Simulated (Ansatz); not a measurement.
# A relaxation, step by step

LiHF (charge +1), closed shell, PBE0-D4/def2-TZVP (Ansatz 0.2.0). Settings:

```yaml
hamiltonian: {xc: pbe0, dispersion: d4}
relax: {f_tol: 0.005, max_steps: 200}
```

Start:

```
atom    x (Å)    y (Å)    z (Å)
 Li1  -0.0563   0.1184  -1.4764
  F2   0.0076  -0.0159   0.2681
  H3   0.0488  -0.1025   1.2083
```

```
step  energy less the last (meV)  largest force component (eV/Å)
   1                         8.9                           0.913
   2                         2.6                           0.338
   3                         0.2                           0.039
   4                         0.0                           0.005
```

Step 2, positions (Å) and forces (eV/Å):

| atom | x | y | z | Fx | Fy | Fz |
| --- | --- | --- | --- | --- | --- | --- |
| Li1 | -0.056 | 0.119 | -1.479 | -0.006 | 0.012 | -0.148 |
| F2 | 0.008 | -0.017 | 0.275 | 0.015 | -0.031 | 0.338 |
| H3 | 0.049 | -0.102 | 1.205 | -0.009 | 0.019 | -0.190 |

Step 3, positions (Å) and forces (eV/Å):

```
atom       x       y       z      Fx      Fy      Fz
 Li1  -0.057   0.120  -1.493  -0.002   0.004  -0.039
  F2   0.008  -0.017   0.284   0.000  -0.001   0.000
  H3   0.049  -0.102   1.209   0.001  -0.003   0.039
```

Last step (4):

```csv
atom,x (Å),y (Å),z (Å)
Li1,-0.0579,0.1216,-1.4983
F2,0.0103,-0.0215,0.2856
H3,0.0476,-0.1001,1.2128
```

Hardware: 2 CPU threads of an Intel Xeon 6975P-C, shared host. Wall time about 1.4 s.
